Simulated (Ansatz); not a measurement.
# C2H2F2O: up Jacob's ladder to CCSD(T)

An exercise on one series of results from a longer session: the logs are not shown, and one member is left open.

Program: Ansatz 0.2.0, Gaussian basis. Level of theory: functionals in def2-TZVPP, the program's frozen cores in correlated methods. These are calculated values, not measurements.

The runs, in order: LDA (SPW92), PBE-D4, revPBE-D4, BLYP-D4, r2SCAN-D4, B97M-V, PBE0-D4, B3LYP-D4, r2SCANh-D4, r2SCAN0-D4, HSE06-D4, BHLYP-D4, CAM-B3LYP-D4, LC-ωPBE, ωB97X-V, ωB97M-V, B2PLYP, PBE-QIDH; CCSD(T)/def2-SVP; CCSD(T)/def2-TZVPP; MP2/def2-QZVPP; extrapolation to the limit; RPA on PBE.

**Structure used throughout**

The geometry comes from an earlier relaxation with PBE0-D4 in a triple-zeta def2 set; it is a stationary point, not always the lowest conformer.

SMILES `F[C@@H]1O[C@H]1F`, 7 atoms, charge 0, spin multiplicity 1.

Atoms are counted from 1 here; the program's logs count them from 0.

Bond lengths: F1–C2 1.344 Å, C2–O3 1.395 Å, C2–C4 1.447 Å, C2–H6 1.086 Å, O3–C4 1.395 Å, C4–F5 1.344 Å, C4–H7 1.086 Å. Angles: F1–C2–O3 115.3°, F1–C2–C4 120.1°, F1–C2–H6 112.0°, O3–C2–C4 58.8°, O3–C2–H6 116.8°, C4–C2–H6 123.1°, C2–O3–C4 62.5°, C2–C4–O3 58.8°, C2–C4–F5 120.0°, C2–C4–H7 123.1°, O3–C4–F5 115.3°, O3–C4–H7 116.8°, F5–C4–H7 112.0°.

Set-up of the first run:

The input, in.yaml:

```yaml
crystal:
  periodic: [false, false, false]
  atoms:
    - {symbol: F, position_ang: [0.607872, -1.511712, 0.834792]}
    - {symbol: C, position_ang: [0.032041, -0.311147, 0.651495]}
    - {symbol: O, position_ang: [-1.098526, -0.311516, -0.166197]}
    - {symbol: C, position_ang: [0.051267, 0.309627, -0.655034]}
    - {symbol: F, position_ang: [-0.022198, 1.647111, -0.765858]}
    - {symbol: H, position_ang: [-0.032506, 0.255054, 1.576092]}
    - {symbol: H, position_ang: [0.523249, -0.145518, -1.520889]}
basis:
  gaussian: {orbitals: def2-TZVPP}
hamiltonian: {xc: lda}
output: {orbitals: {seedname: orbitals}}
```

Started as:

```
ansatz run in.yaml --threads 4 --pin off --events-out ev --progress --plain --max-ram 10444MiB
```

Steps of the session up to this table: LDA; PBE-D4 (GGA); revPBE-D4 (GGA); BLYP-D4 (GGA); r2SCAN-D4 (meta-GGA); B97M-V (meta-GGA); B3LYP-D4 (hybrid); r2SCANh-D4 (hybrid); r2SCAN0-D4 (hybrid); HSE06-D4 (hybrid); BHLYP-D4 (hybrid); CAM-B3LYP-D4 (range-separated); LC-ωPBE (range-separated); ωB97X-V (range-separated); ωB97M-V (range-separated); B2PLYP (double hybrid); PBE-QIDH (double hybrid).

One table of the session follows, with a row left open; its other results are not shown here.

It belongs to the step «Orbital energies across the functionals». 

| functional | HOMO (eV) | LUMO (eV) | gap (eV) |
| --- | --- | --- | --- |
| LDA (SPW92) | -7.77 | 0.55 | 8.32 |
| PBE-D4 | -7.55 | 0.78 | 8.33 |
| revPBE-D4 | -7.47 | 0.86 | 8.33 |
| BLYP-D4 | -7.50 | 0.77 | 8.27 |
| r2SCAN-D4 | -7.87 | 1.38 | 9.25 |
| B97M-V | -8.00 | 1.09 | 9.08 |
| PBE0-D4 | -9.18 | 1.74 | 10.92 |
| B3LYP-D4 | -8.97 | 1.36 | 10.33 |
| r2SCANh-D4 | -8.48 | 1.73 | 10.21 |
| r2SCAN0-D4 | ? | ? | ? |
| HSE06-D4 | -8.77 | 1.36 | 10.13 |
| BHLYP-D4 | -10.75 | 2.43 | 13.18 |
| CAM-B3LYP-D4 | -10.70 | 2.57 | 13.27 |
| LC-ωPBE | -12.00 | 3.92 | 15.93 |
| ωB97X-V | -11.63 | 3.78 | 15.41 |
| ωB97M-V | -11.55 | 3.35 | 14.90 |

Estimate the missing values for r2SCAN0-D4.

Worked estimate for «HOMO (eV)». Against the share of exact exchange, r2SCAN-D4 (0, -7.87), r2SCANh-D4 (0.1, -8.48) give a slope of -6.10 per unit share; at 0.25 the line stands at -9.39.

**Answer.** HOMO (eV): -9.39; LUMO (eV): 2.21; gap (eV): 11.61. In «HOMO (eV)» the line misses by 0.00.
